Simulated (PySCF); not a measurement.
SiHCl₂, optimised at GFN2-xTB:

```xyz
4

Si    -0.0255    -0.0194    -0.0424
Cl    -0.0150     0.7757    -1.9015
Cl    -0.0271    -2.0382    -0.1571
H      1.1370     0.4350     0.6987
```

Energies from PySCF (xtb for GFN2), thermal terms from the rigid-rotor harmonic-oscillator model, ideal gas at 1 bar. 6-31G* has spherical d functions here. Open shells (unrestricted): SiHCl₂ (multiplicity 2). GFN2 has no spin-polarisation term. B3LYP is the form with VWN-RPA correlation. SiHCl₂: computed as isolated molecules; such fragments, hydroxides, amides, oligomers or adducts are transient or little studied in the gas.

Problem. List the harmonic frequencies (cm⁻¹, unscaled) at this level and at the other levels, each on its own geometry.

Solution. 
- GFN2-xTB: 147, 466, 511, 519, 576, 2309
- B3LYP/6-31G*: 174, 495, 558, 656, 754, 2197
- HF/6-31G*: 193, 539, 603, 729, 834, 2405
- PBE/def2-SVP: 168, 497, 560, 624, 716, 2092
- PBE0/def2-TZVP: 178, 517, 580, 653, 742, 2186
